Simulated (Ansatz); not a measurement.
bcc Mo: LDA at its full settings (plane-wave cutoff 520 eV, 24×24×24 k mesh, Fermi–Dirac smearing 0.05 eV, no spin polarisation, scalar-relativistic PAW data made under PBE) and at cheaper ones, in a cell of 1 atom with Γ-centred meshes.

```json
[
 {"level and setting": "LDA (Ansatz)", "equilibrium lattice constant a (Å)": "3.111", "bulk modulus (GPa)": "293"},
 {"level and setting": "LDA (Γ point alone) (Ansatz)", "equilibrium lattice constant a (Å)": "3.480", "bulk modulus (GPa)": "224"},
 {"level and setting": "LDA (2×2×2 k mesh) (Ansatz)", "equilibrium lattice constant a (Å)": "3.148", "bulk modulus (GPa)": "236"},
 {"level and setting": "LDA (4×4×4 k mesh) (Ansatz)", "equilibrium lattice constant a (Å)": "3.115", "bulk modulus (GPa)": "300"}
]
```

Largest shifts from the full settings: lattice constant a +11.9 % (LDA (Γ point alone)), against a difference of -0.96 % of the full result from the reference 3.141 Å (measured, static lattice: zero-point anharmonic expansion removed; as tabulated in Mejia-Rodriguez and Trickey (2018), arXiv:1807.09216); bulk modulus -24 % (LDA (Γ point alone)), against a difference of +10.6 % of the full result from the reference 265 GPa (measured, zero-point energy and finite temperature contributions removed, sources range from 265 to 278; as tabulated in doi:10.1021/acs.jctc.3c00612).

Ansatz's density-functional and Hartree–Fock values are scalar-relativistic unless marked +SOC, with PAW data made under PBE.

Run with cheap settings on purpose, which may leave them unconverged: LDA (2×2×2 k mesh), LDA (4×4×4 k mesh), LDA (Γ point alone).

Ansatz is a first-principles code.
